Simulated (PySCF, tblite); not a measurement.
Species: C3H4FP.
Atom-mapped SMILES: `[H]/[P:5]=[C:3](\[CH:2]=[CH2:1])[F:4]` (hydrogens: H6, H7 on C1; H8 on C2; H9 on P5)

The geometry is computed with GFN2-xTB (gas phase).

(1) What internal coordinates does the optimisation give?

## Answers

(1) 
```csv
bond,length (pm),order
C1=C2,133.4,double
C2–C3,143.6,single
C3–F4,135.3,single
C3=P5,169.3,double
C1–H6,107.7,single
C1–H7,107.6,single
C2–H8,108.2,single
P5–H9,139.8,single
```

Orders are formal, as drawn. A selection of angles:
```csv
angle,degrees
C2–C1–H6,121.5
C2–C1–H7,121.6
H6–C1–H7,116.9
C1–C2–C3,123.9
C1–C2–H8,121.1
C3–C2–H8,115.0
C2–C3–F4,115.2
C2–C3–P5,128.7
F4–C3–P5,116.1
C3–P5–H9,94.3
```

Torsions: C1–C2–C3–F4 0° (synperiplanar).

The C–C distances run from 1.334 Å (C1=C2, drawn double) to 1.436 Å (C2–C3, drawn single), a spread of 0.102 Å. The 5 heavy atoms lie in one plane (0.001 Å rms). Of the pairs four or more bonds apart, F4···H6 is among the closest relative to their van der Waals radii: 2.46 Å, 92 % of the sum of Bondi's values.

Point group: Cs (every atom within 0.08 Å of its image). Its GFN2-xTB frequencies are all real (lowest 121 cm⁻¹). One conformer, not necessarily the lowest.
